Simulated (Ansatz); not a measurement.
H2O, singlet: reading a ladder of total energies

Geometry: MP2(full)/6-31G*, from the G2/97 set.

```xyz
3

O     0.0000    0.0000    0.0667
H     0.0000    0.7632   -0.5296
H     0.0000   -0.7632   -0.5296
```

Basis 6-31G; Ansatz 0.2.0. Correlated methods freeze the noble-gas cores, which leaves 8 electrons in 12 orbitals. R marks a restricted (for open shells ROHF) determinant.

Full CI is exact within this basis and frozen core; it isn't the basis-set limit.

Runs differ by some tens of microhartree through their thresholds, so steps under 0.03 kcal/mol mean nothing.

```json
{"level": "RHF", "total energy (hartree)": "-75.983418"}
{"level": "RMP2", "total energy (hartree)": "-76.112254"}
{"level": "RCCSD", "total energy (hartree)": "-76.118948"}
{"level": "RCCSD(T)", "total energy (hartree)": "-76.119969"}
{"level": "RCCSDT", "total energy (hartree)": "-76.120055"}
{"level": "RCCSDT(Q)", "total energy (hartree)": "-76.120523"}
{"level": "RCCSDTQ", "total energy (hartree)": "-76.120496"}
{"level": "full CI", "total energy (hartree)": "-76.120508"}
```

What is the correlation energy at full CI, and what share of it do RMP2 and RCCSD(T) recover?

E(corr) = -76.120508 − (-75.983418) = -0.137090 hartree = -3.730 eV. RMP2: -0.128836 / -0.137090 = 93.98 %. RCCSD(T): -0.136551 / -0.137090 = 99.61 %.

By how many kcal/mol does RCCSD(T) miss full CI (1 hartree = 627.509 kcal/mol), and which steps make up the rest?

-76.119969 − (-76.120508) = 0.000539 hartree = 0.34 kcal/mol. Steps: RCCSDT − RCCSD(T) = -0.05, RCCSDT(Q) − RCCSDT = -0.29, RCCSDTQ − RCCSDT(Q) = 0.02, full CI − RCCSDTQ = -0.01 kcal/mol. That is within 1 kcal/mol of the reference in this basis, which itself misses far more of the correlation at the basis-set limit.
